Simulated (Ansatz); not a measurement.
```xyz
5

C     0.0051   -0.0267    0.0147
O     0.2234   -1.1731    0.6487
H    -0.0234    0.9026    0.6698
H    -0.9764    0.0436   -0.5556
H     0.7713    0.2536   -0.7776
```

Charge -1, multiplicity 1.

(1) List the PBE0/def2-TZVPPD orbital energies in eV (the Gaussian-basis code of Ansatz). (An estimate is asked.)

Answers

(1) The calculation gave: Occupied: -513.38, -272.77, -19.29, -11.14, -5.18, -5.18, -3.71, 0.73, 0.73. Lowest empty: 4.74, 6.07, 6.18, 6.18, 7.46, 7.67, 7.67, 8.77.
